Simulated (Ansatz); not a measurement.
**CHCl2− (SMILES Cl[CH-]Cl): one structure at several levels**

One table from this session's results is given with a row withheld; the runs are named, their logs left out.

The runs use Ansatz 0.2.0, Gaussian basis; single points in def2-TZVPPD.

Cores are frozen in the correlated methods.

## Where the work starts

SMILES `Cl[CH-]Cl`, 4 atoms, charge -1, spin multiplicity 1.

Atoms are counted from 1 here; the program's logs count them from 0.

Bond lengths: Cl1–C2 1.788 Å, C2–Cl3 1.906 Å, C2–H4 1.050 Å. Angles: Cl1–C2–Cl3 102.0°, Cl1–C2–H4 105.8°, Cl3–C2–H4 92.6°.

As a file:

```xyz
4
CHCl2
Cl   -1.6150    0.3281   -0.3637
C     0.1480    0.0708   -0.5172
Cl    0.4704   -1.2689    0.7990
H     0.5982    0.8191    0.0650
```

Set-up of the first run:

The input, run/in.yaml:

```yaml
crystal:
  periodic: [false, false, false]
  atoms:
    - {symbol: Cl, position_ang: [-1.615000, 0.328100, -0.363700]}
    - {symbol: C, position_ang: [0.148000, 0.070800, -0.517200]}
    - {symbol: Cl, position_ang: [0.470400, -1.268900, 0.799000]}
    - {symbol: H, position_ang: [0.598200, 0.819100, 0.065000]}
basis:
  gaussian: {orbitals: "def2-TZVPPD.json"}
total_charge: -1
correlation: {method: ccsd_t}
output: {forces: true}
```

The basis file named in the input lies beside it (Basis Set Exchange, JSON).

No record of the launch command was kept for these runs.

Steps of the session up to this table: CCSD(T)/def2-TZVPPD; PBE0-D4/def2-TZVPPD; wB97M-V/def2-TZVPPD; r2SCAN-D4/def2-TZVPPD; PBE-D4/def2-TZVPPD; B97M-V/def2-TZVPPD; revPBE-D4/def2-TZVPPD.

One table of the session follows, with a row left open; its other results are not shown here.

| method | RMS force component (eV/Å) | angle to CCSD(T) forces (°) |
| --- | --- | --- |
| CCSD(T) | 0.914 | reference |
| PBE0-D4 | 0.873 | 10.4 |
| wB97M-V | 0.836 | 4.2 |
| r2SCAN-D4 | 0.928 | 3.0 |
| PBE-D4 | ? | ? |
| B97M-V | 0.870 | 3.5 |
| revPBE-D4 | 1.043 | 5.1 |

**Question.** Estimate the row for PBE-D4.

As computed: RMS force component (eV/Å): 0.997; angle to CCSD(T) forces (°): 6.1. In the column «RMS force component (eV/Å)» it lies between r2SCAN-D4 (0.928) and revPBE-D4 (1.043).
